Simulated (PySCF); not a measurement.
**One shape, several levels: [NH3]+ (SMILES [NH3+])**

Aim: a comparison of 6 runs (UM06-2X/SBKJC, UMP2/SBKJC, NEVPT2(3,3)/SBKJC, UCCSDT/SBKJC, UCCSD(T)/SBKJC, FCI/SBKJC) of [NH3]+. The job is set up through a Python script.

The calculation is run with PySCF 2.14.0.

12 further runs of the same task are left out: 1 that didn't finish, 11 set aside as unsound or not needed.

## Step 1: The molecule

[NH3]+: 4 atoms, total charge +1, spin state doublet. SMILES: `[NH3+]`. The N1–H4 distance was set to 1.850 Å, away from the relaxed value. At this shape a bond of the SMILES string is far longer than usual.

Bond lengths: N1–H2 1.028 Å, N1–H3 1.028 Å. Angles: H2–N1–H3 120.0°.

## Step 2: A single-point energy at UM06-2X/SBKJC (core potential) (run 1)

Contents of input.py:

```python
from pyscf import gto, dft

mol = gto.M(
    atom='''
N     -0.387433    -0.384730     0.614717
H      0.123127    -0.622660     1.474347
H     -1.383033    -0.623430     0.525237
H      0.484620     0.479080    -0.769160
''',
    basis='sbkjc',
    verbose=3,
    spin=1,
    max_memory=1860,
    charge=1,
    ecp={'N': 'sbkjc'},
)

calc0 = dft.UKS(mol, xc='m06-2x')
calc0.grids.level = 5
calc0.conv_tol = 1e-10
calc0.kernel()
if not calc0.converged:
    calc0 = calc0.newton().run(calc0.mo_coeff, calc0.mo_occ)

e_final = calc0.e_tot
print('Final energy', e_final)
```

The run is started by

```bash
OMP_NUM_THREADS=1 python input.py
```

Output:

```text
converged SCF energy = -11.1668901120014  <S^2> = 0.84101013  2S+1 = 2.0890286
Final energy -11.166890112001422
```

Wall time 3.6 s (1 thread of Arm Neoverse V2, shared host); peak memory 0.18 GiB.

## Step 3: A single-point energy at UMP2/SBKJC (core potential) (run 2)

Contents of job.py:

```python
from pyscf import gto, scf, mp

mol = gto.Mole()
mol.atom = [
    ('N', (-0.387433, -0.384730, 0.614717)),
    ('H', (0.123127, -0.622660, 1.474347)),
    ('H', (-1.383033, -0.623430, 0.525237)),
    ('H', (0.484620, 0.479080, -0.769160)),
]
mol.charge = 1
mol.spin = 1
mol.verbose = 4
mol.ecp = {'N': 'sbkjc'}
mol.basis = 'sbkjc'
mol.max_memory = 1860
mol.build()

mf = scf.UHF(mol)
mf.conv_tol = 1e-10
mf.kernel()
if not mf.converged:
    mf = mf.newton().run(mf.mo_coeff, mf.mo_occ)

pt = mp.MP2(mf).run()
etot = pt.e_tot
print('Final energy', etot)
```

The run is started by

```bash
OMP_NUM_THREADS=1 python job.py
```

Output:

```text
PySCF version 2.14.0

[... 117 lines left out ...]
SCF not converged.
SCF energy = -10.9272575300334 after 50 cycles  <S^2> = 0.89600065  2S+1 = 2.1410284
[... 47 lines left out ...]
converged SCF energy = -10.9535071075084  <S^2> = 1.2425171  2S+1 = 2.4433724
[... 1 line left out ...]
******** <class 'pyscf.mp.ump2.UMP2'> ********
nocc = (np.int64(4), np.int64(3)), nmo = (14, 14)
E(UMP2) = -11.0201409101755  E_corr = -0.0666338026671182
E(SCS-UMP2) = -11.0226392332172  E_corr = -0.06913212570875
E_corr(same-spin) = -0.0124943509520676
E_corr(oppo-spin) = -0.0541394517150507
Final energy -11.020140910175519
```

Run time: 0.7 s. Hardware: 1 thread of Arm Neoverse V2, shared host; peak memory 0.12 GiB.

## Step 4: The energy at NEVPT2(3,3)/SBKJC (core potential) (run 3)

Contents of geometry.xyz:

```xyz
4
H3N
N     -0.387433    -0.384730     0.614717
H      0.123127    -0.622660     1.474347
H     -1.383033    -0.623430     0.525237
H      0.484620     0.479080    -0.769160
```

Contents of input.py:

```python
import numpy
from pyscf import gto, scf, mp, mcscf, mrpt

system = gto.M(
    atom='geometry.xyz',
    spin=1,
    basis='sbkjc',
    max_memory=1860,
    charge=1,
    verbose=3,
    ecp={'N': 'sbkjc'},
)

mf = scf.ROHF(system)
mf.conv_tol = 1e-10
mf.kernel()
if not mf.converged:
    mf = mf.newton().run(mf.mo_coeff, mf.mo_occ)

pt = mp.MP2(scf.addons.convert_to_uhf(mf)).run()
noons, natorbs = mcscf.addons.make_natural_orbitals(pt)
print('natural occupations', numpy.round(noons[:40], 4))
cas = mcscf.CASSCF(mf, 3, 3)
cas.fix_spin_(ss=0.75)
cas.natorb = True
cas.kernel(natorbs)
e_pt2 = mrpt.NEVPT(cas).kernel()
etot = cas.e_tot + e_pt2
print(f'total energy: {etot:.8f} hartree')
```

The run is started by

```bash
OMP_NUM_THREADS=1 python input.py
```

Output:

```text
converged SCF energy = -10.9310995845086
E(UMP2) = -11.0245883341942  E_corr = -0.0934887496855772
E(SCS-UMP2) = -11.0292374224009  E_corr = -0.0981378378922403
natural occupations [1.9893e+00 1.9788e+00 1.9522e+00 9.9370e-01 4.3300e-02 1.7000e-02
 1.1700e-02 6.9000e-03 2.7000e-03 2.4000e-03 1.4000e-03 4.0000e-04
 2.0000e-04 1.0000e-04]
CASSCF energy = -10.9782530549246
CASCI E = -10.9782530549246  E(CI) = -4.11033819468937  S^2 = 0.7500000
Sr    (-1)',   E = -0.00374612525030
Si    (+1)',   E = -0.00019557095789
Sijrs (0)  ,   E = -0.02773001322159
Sijr  (+1) ,   E = -0.00182402459382
Srsi  (-1) ,   E = -0.01495520627847
Srs   (-2) ,   E = -0.00201907477924
Sij   (+2) ,   E = -0.00013725102176
Sir   (0)' ,   E = -0.01271993478157
Nevpt2 Energy = -0.063327200884653
total energy: -11.04158026 hartree
```

It took 0.7 s on 1 thread of Arm Neoverse V2, shared host; peak memory 0.12 GiB.

Runs 4 to 5 aren't shown in full; the table further down has their settings and results.

## Step 5: A single-point energy at FCI/SBKJC (core potential) (run 6)

Contents of input.xyz:

```xyz
4
H3N
N     -0.387433    -0.384730     0.614717
H      0.123127    -0.622660     1.474347
H     -1.383033    -0.623430     0.525237
H      0.484620     0.479080    -0.769160
```

Contents of input.py:

```python
from pyscf import gto, scf, mcscf

mol = gto.M(
    atom='input.xyz',
    ecp={'N': 'sbkjc'},
    basis='sbkjc',
    verbose=3,
    max_memory=1860,
    charge=1,
    spin=1,
)

mf = scf.ROHF(mol)
mf.conv_tol = 1e-10
mf.kernel()
if not mf.converged:
    mf = mf.newton().run(mf.mo_coeff, mf.mo_occ)

cas = mcscf.CASCI(mf, mf.mo_coeff.shape[-1] - 0, (mol.nelec[0] - 0, mol.nelec[1] - 0))  # full CI above the frozen core
cas.fix_spin_(ss=0.75)
cas.kernel()
etot = cas.e_tot
print('E(%s) = %.9f' % ('FCI', etot))
```

The run is started by

```bash
OMP_NUM_THREADS=1 python input.py
```

Output:

```text
converged SCF energy = -10.9310995845086
CASCI E = -11.0566840671133  E(CI) = -18.3523517210673  S^2 = 0.7500000
E(FCI) = -11.056684067
```

It took 12 s on 1 thread of Arm Neoverse V2, shared host; peak memory 0.2 GiB.

## Step 6: All runs side by side

```csv
run,level,integration grid,frozen core orbitals,energy (Eh),HOMO energy (eV),LUMO energy (eV),⟨S²⟩,wall time
1,UM06-2X/SBKJC (core potential),5,–,-11.166890,-19.59,-10.21,0.841,3.6 s
2,UMP2/SBKJC (core potential),–,0,-11.020141,-21.00,-6.79,1.243,0.7 s
3,"NEVPT2(3,3)/SBKJC (core potential)",–,–,-11.041580,–,–,–,0.7 s
4,UCCSDT/SBKJC (core potential),–,0,-11.056446,-21.00,-6.79,1.243,1.8 s
5,UCCSD(T)/SBKJC (core potential),–,0,-11.055621,-21.00,-6.79,1.243,0.84 s
6,FCI/SBKJC (core potential),–,0,-11.056684,–,–,–,12 s
```

## Step 7: Results

```
                 quantity         value
      run 6: total energy  -11.05668 Eh
run 6: correlation energy    -125.6 mEh
```

Against full CI in this basis: UMP2 +36.5 mEh; NEVPT2(3,3) +15.1 mEh; UCCSDT +0.2 mEh; UCCSD(T) +1.1 mEh. Spin contamination of the reference: run 2 ⟨S²⟩ = 1.24, run 5 ⟨S²⟩ = 1.24, run 4 ⟨S²⟩ = 1.24. All runs together took 20 s, the longest 12 s.
